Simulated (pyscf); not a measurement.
Thermochemistry of product channels of H₂N–SiH₂–NH₂ + H atom (H•) on the doublet surface, in kJ/mol, from ωB97M-D3(BJ)/def2-TZVP energies (ideal gas, 1 atm, RRHO with modes under 100 cm⁻¹ raised to 100, one conformer, R ln 2 for rigid chiral ones). Single points on ωB97X-D3(BJ)/def2-SVP structures (PySCF, gas phase).

```json
[
 {"products": "H₂N–SiH•–NH₂ + hydrogen (H₂)", "ΔE": "[?]", "ΔH(298 K)": "-36.9", "ΔG(600 K)": "-54.3", "ΔG(1200 K)": "-70.4"},
 {"products": "•HN–SiH₂–NH₂ + hydrogen (H₂)", "ΔE": "[?]", "ΔH(298 K)": "+29.1", "ΔG(600 K)": "+16.9", "ΔG(1200 K)": "+4.8"}
]
```

Some entries are withheld; supply them.


- H₂N–SiH•–NH₂ + hydrogen (H₂), ΔE: -39.6
- •HN–SiH₂–NH₂ + hydrogen (H₂), ΔE: +37.5

These are energies of the channels, which say nothing of barriers.
